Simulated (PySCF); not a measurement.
Calculation: r2SCAN-D4/def2-TZVP (PySCF). Isolated molecules, 0 K electronic values unless said otherwise. 

Reference species (SMILES): `[OH]` (neutral, multiplicity 2).

```json
{
 "dipole_moment": "1.76 D",
 "highest_occupied_spin_orbital": "-7.57 eV"
}
```

Changed species: `[GeH3]` (radical fragment; the reference has radical fragment).

**Question.** Predict the effect on the dipole moment and highest occupied spin orbital.

**Answer.** the dipole moment falls by 1.73 D, to 0.03 D; the highest occupied spin orbital increases by 1.98 eV, to -5.59 eV.
